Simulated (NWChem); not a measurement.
Program: NWChem. System: H3P, charge 0, spin multiplicity 1, displaced from the optimised geometry. Level: CCSDT/cc-pVDZ, 5 core orbitals frozen, spin-restricted.

Input file:

```
start mol
memory heap 100 mb stack 700 mb global 1900 mb
geometry units angstroms nocenter noautoz noautosym
  P     -0.003352     0.130235     0.000000
  H     -0.638752    -0.746245     1.139235
  H     -0.580989    -0.666565    -1.035668
  H      1.212263    -0.620396     0.000000
end
basis spherical
  * library cc-pvdz
end
scf
  rhf
  nopen 0
  maxiter 100
  thresh 1e-7
  semidirect memsize 60000000 filesize 0
end
tce
  freeze core 5
  ccsdt
  2eorb
  2emet 13
  thresh 1e-6
  maxiter 100
  tilesize 24
end
task tce energy
```

Part of the output:

```
             Northwest Computational Chemistry Package (NWChem) 7.3.0
             --------------------------------------------------------

                                NWChem Input Module
                                -------------------

 Scaling coordinates for geometry "geometry" by  1.889725989
 (inverse scale =  0.529177249)

                             Geometry "geometry" -> ""
                             -------------------------

 Output coordinates in angstroms (scale by  1.889725989 to convert to a.u.)

  No.       Tag          Charge          X              Y              Z
 ---- ---------------- ---------- -------------- -------------- --------------
    1 P                   15.0000    -0.00335200     0.13023500     0.00000000
    2 H                    1.0000    -0.63875200    -0.74624500     1.13923500
    3 H                    1.0000    -0.58098900    -0.66656500    -1.03566800
    4 H                    1.0000     1.21226300    -0.62039600     0.00000000

 Effective nuclear repulsion energy (a.u.)      16.9041793538

            Nuclear Dipole moment (a.u.)
            ----------------------------
        X                 Y               Z
 ---------------- ---------------- ----------------
    -0.1091467936    -0.1505752565     0.1957132515


 Summary of "ao basis" -> "" (spherical)
 ------------------------------------------------------------------------------
       Tag                 Description            Shells   Functions and Types
 ---------------- ------------------------------  ------  ---------------------
 *                          cc-pvdz                   on all atoms

 Summary of "ao basis" -> "ao basis" (spherical)
 ------------------------------------------------------------------------------
       Tag                 Description            Shells   Functions and Types
 ---------------- ------------------------------  ------  ---------------------
 P                          cc-pvdz                  8       18   4s3p1d
 H                          cc-pvdz                  3        5   2s1p

                                 NWChem SCF Module
                                 -----------------

  ao basis        = "ao basis"
  functions       =    33
  atoms           =     4
  closed shells   =     9
  open shells     =     0
  charge          =   0.00
  wavefunction    = RHF
  use symmetry    = F
  symmetry adapt  = F

 Summary of "ao basis" -> "ao basis" (spherical)
 ------------------------------------------------------------------------------
       Tag                 Description            Shells   Functions and Types
 ---------------- ------------------------------  ------  ---------------------
 P                          cc-pvdz                  8       18   4s3p1d
 H                          cc-pvdz                  3        5   2s1p

 Forming initial guess at       0.0s

      Superposition of Atomic Density Guess
      -------------------------------------

 Sum of atomic energies:        -342.14775117

      Non-variational initial energy
      ------------------------------

 Total energy =    -342.263283
 1-e energy   =    -506.220459
 2-e energy   =     147.052997
 HOMO         =      -0.309789
 LUMO         =       0.071768

 Starting SCF solution at       0.4s

 ----------------------------------------------
         Quadratically convergent ROHF

 Convergence threshold     :          1.000E-07
 Maximum no. of iterations :          100
 Final Fock-matrix accuracy:          1.000E-09
 ----------------------------------------------

              iter       energy          gnorm     gmax       time
             ----- ------------------- --------- --------- --------
                 1     -342.4482828658  2.98D-01  1.31D-01      0.4
                 2     -342.4616606805  8.21D-02  4.19D-02      0.4
                 3     -342.4624990173  2.91D-03  1.16D-03      0.4
                 4     -342.4625000642  7.75D-06  3.61D-06      0.4
                 5     -342.4625000642  3.78D-09  1.19D-09      0.4

       Final RHF  results
       ------------------

         Total SCF energy =   -342.462500064194
      One-electron energy =   -506.944105624306
      Two-electron energy =    147.577426206274
 Nuclear repulsion energy =     16.904179353838

        Time for solution =      0.1s

             Final eigenvalues
             -----------------

              1
    1  -79.9633
    2   -7.5022
    3   -5.3960
    4   -5.3957
    5   -5.3943
    6   -0.8429
    7   -0.5174
    8   -0.4938
    9   -0.3890
   10    0.1457
   11    0.1691
   12    0.1750
   13    0.4537
   14    0.4727
   15    0.5831
   16    0.6272
   17    0.6344
   18    0.6363
   19    0.7036

                       ROHF Final Molecular Orbital Analysis
                       -------------------------------------

 Vector    7  Occ=2.000000D+00  E=-5.174301D-01
              MO Center=  1.9D-01, -3.5D-01, -3.2D-01, r^2= 1.8D+00
   Bfn.  Coefficient  Atom+Function         Bfn.  Coefficient  Atom+Function
  ----- ------------  ---------------      ----- ------------  ---------------
    24     -0.311107  3 H  s                 29      0.311116  4 H  s
     8      0.303195  1 P  px                11      0.182754  1 P  px
    10      0.175097  1 P  pz                25     -0.174064  3 H  s
    30      0.174069  4 H  s

 Vector    8  Occ=2.000000D+00  E=-4.937832D-01
              MO Center= -2.3D-01, -3.8D-01,  4.2D-01, r^2= 1.8D+00
   Bfn.  Coefficient  Atom+Function         Bfn.  Coefficient  Atom+Function
  ----- ------------  ---------------      ----- ------------  ---------------
    19      0.345279  2 H  s                 10      0.294142  1 P  pz
    20      0.220582  2 H  s                 13      0.196064  1 P  pz
    24     -0.174495  3 H  s                 29     -0.174477  4 H  s
     8     -0.170444  1 P  px

 Vector    9  Occ=2.000000D+00  E=-3.889933D-01
              MO Center= -2.5D-02,  3.3D-01,  2.9D-02, r^2= 1.9D+00
   Bfn.  Coefficient  Atom+Function         Bfn.  Coefficient  Atom+Function
  ----- ------------  ---------------      ----- ------------  ---------------
    12      0.416501  1 P  py                 9      0.409882  1 P  py
     4      0.372654  1 P  s                  3      0.227895  1 P  s
    19     -0.155144  2 H  s

 Vector   10  Occ=0.000000D+00  E= 1.456725D-01
              MO Center= -2.5D-01, -2.2D-01,  4.4D-01, r^2= 3.6D+00
   Bfn.  Coefficient  Atom+Function         Bfn.  Coefficient  Atom+Function
  ----- ------------  ---------------      ----- ------------  ---------------
    20      1.351907  2 H  s                 13     -0.862086  1 P  pz
     4     -0.727757  1 P  s                 11      0.485513  1 P  px
    12      0.479671  1 P  py                19      0.208290  2 H  s
    10     -0.199015  1 P  pz

 Vector   11  Occ=0.000000D+00  E= 1.691088D-01
              MO Center=  6.9D-02, -6.2D-02, -1.2D-01, r^2= 3.5D+00
   Bfn.  Coefficient  Atom+Function         Bfn.  Coefficient  Atom+Function
  ----- ------------  ---------------      ----- ------------  ---------------
    11      1.105801  1 P  px                25      1.064504  3 H  s
    30     -1.064546  4 H  s                 13      0.638604  1 P  pz
     8      0.203468  1 P  px                24      0.175376  3 H  s
    29     -0.175382  4 H  s

 Vector   12  Occ=0.000000D+00  E= 1.749661D-01
              MO Center=  1.9D-01, -4.9D-01, -3.1D-01, r^2= 4.5D+00
   Bfn.  Coefficient  Atom+Function         Bfn.  Coefficient  Atom+Function
  ----- ------------  ---------------      ----- ------------  ---------------
     4      1.827388  1 P  s                 25     -1.337060  3 H  s
    30     -1.337023  4 H  s                 12     -0.995808  1 P  py
    13     -0.539327  1 P  pz                20     -0.361024  2 H  s
    11      0.337093  1 P  px

 center of mass
 --------------
 x =  -0.00618994 y =   0.11032183 z =   0.00580179

 moments of inertia (a.u.)
 ------------------
          14.980979546950          -0.377476519715           0.452170992233
          -0.377476519715          16.502401018463           0.596912024646
           0.452170992233           0.596912024646          14.423027772959

  Mulliken analysis of the total density
  --------------------------------------

    Atom       Charge   Shell Charges
 -----------   ------   -------------------------------------------------------
    1 P   15    14.95   2.00  2.01  0.87  0.80  6.00  1.68  1.46  0.14
    2 H    1     1.02   0.66  0.35  0.02
    3 H    1     1.01   0.72  0.28  0.02
    4 H    1     1.01   0.72  0.28  0.02

       Multipole analysis of the density wrt the origin
       ------------------------------------------------

     L   x y z        total         open         nuclear
     -   - - -        -----         ----         -------
     0   0 0 0     -0.000000      0.000000     18.000000

     1   1 0 0      0.046324      0.000000     -0.109147
     1   0 1 0     -0.241264      0.000000     -0.150575
     1   0 0 1     -0.069453      0.000000      0.195713

     2   2 0 0    -11.174437      0.000000      7.910988
     2   1 1 0      0.041686      0.000000      0.376037
     2   1 0 1      0.036249      0.000000     -0.449872
     2   0 2 0    -12.761830      0.000000      5.858328
     2   0 1 1     -0.000429      0.000000     -0.570686
     2   0 0 2    -11.215194      0.000000      8.465082

                   NWChem Extensible Many-Electron Theory Module
                   ---------------------------------------------


            General Information
            -------------------
      Number of processors :     1
         Wavefunction type : Restricted Hartree-Fock
          No. of electrons :    18
           Alpha electrons :     9
            Beta electrons :     9
           No. of orbitals :    66
            Alpha orbitals :    33
             Beta orbitals :    33
        Alpha frozen cores :     5
         Beta frozen cores :     5
     Alpha frozen virtuals :     0
      Beta frozen virtuals :     0
         Spin multiplicity : singlet
    Number of AO functions :    33
       Number of AO shells :    17
        Use of symmetry is : off
      Symmetry adaption is : off
         Schwarz screening : 0.10D-09

          Correlation Information
          -----------------------
          Calculation type : Coupled-cluster singles, doubles, & triples
   Perturbative correction : none
            Max iterations :      100
        Residual threshold : 0.10D-05
     T(0) DIIS level shift : 0.00D+00
     L(0) DIIS level shift : 0.00D+00
     T(1) DIIS level shift : 0.00D+00
     L(1) DIIS level shift : 0.00D+00
     T(R) DIIS level shift : 0.00D+00
     T(I) DIIS level shift : 0.00D+00
   CC-T/L Amplitude update :  5-th order DIIS
                I/O scheme : Global Array Library
        L-threshold :  0.10D-05
        EOM-threshold :  0.10D-05
 no EOMCCSD initial starts read in
 TCE RESTART OPTIONS
 SLICE:      F
 D4D5:       F
 quantumc:   F
 qrotation:  F
 pwtce:      F
 qducc:      F
 nacto:                         0
 nrotv:                         0
 nrot:                          0

            Memory Information
            ------------------
          Available GA space size is     249035711 doubles
          Available MA space size is     104855204 doubles

 Maximum block size supplied by input
 Maximum block size        24 doubles

 tile_dim =     24

 -------------------------------------------------

 Global array virtual files algorithm will be used

 Parallel file system coherency ......... OK

 4-electron integrals stored in orbital form

 v2    file size   =           407296
 4-index algorithm nr.  13 is used
 imaxsize =       30
 imaxsize ichop =        0
 IN MAPPING 1 for UCC(4),CCSDT,CCSDTQ


 CCSDT iterations
 --------------------------------------------------------
 Iter          Residuum       Correlation     Cpu    Wall
 --------------------------------------------------------
    1   0.1914977966987  -0.1355835654229     2.0     2.0
    2   0.0617397960950  -0.1570815009147     1.9     1.9
    3   0.0283084051494  -0.1651293175199     2.3     2.3
    4   0.0129142608846  -0.1676964204385     2.3     2.3
    5   0.0066665030934  -0.1688241237309     2.1     2.1
    6   0.0015165595250  -0.1697111595743     2.1     2.1
    7   0.0006742543622  -0.1697593649881     1.8     1.8
    8   0.0003860819449  -0.1697633035980     1.8     1.8
    9   0.0002354701436  -0.1697686351228     1.7     1.7
   10   0.0001470003889  -0.1697719110521     1.7     1.7
   11   0.0000197089299  -0.1697780796263     1.8     1.8
   12   0.0000080097461  -0.1697786254498     1.9     1.9
   13   0.0000044040701  -0.1697789154818     2.0     2.0
   14   0.0000025582789  -0.1697789884935     2.1     2.1
   15   0.0000015565509  -0.1697790197922     1.9     1.9
   16   0.0000003147148  -0.1697790268509     1.9     1.9
 --------------------------------------------------------
 Iterations converged
 CCSDT correlation energy / hartree =        -0.169779026850877
 CCSDT total energy / hartree       =      -342.632279091045177

 Singles contributions

 Doubles contributions

 Task  times  cpu:       34.7s     wall:       34.7s

 Total times  cpu:       34.7s     wall:       34.7s
```
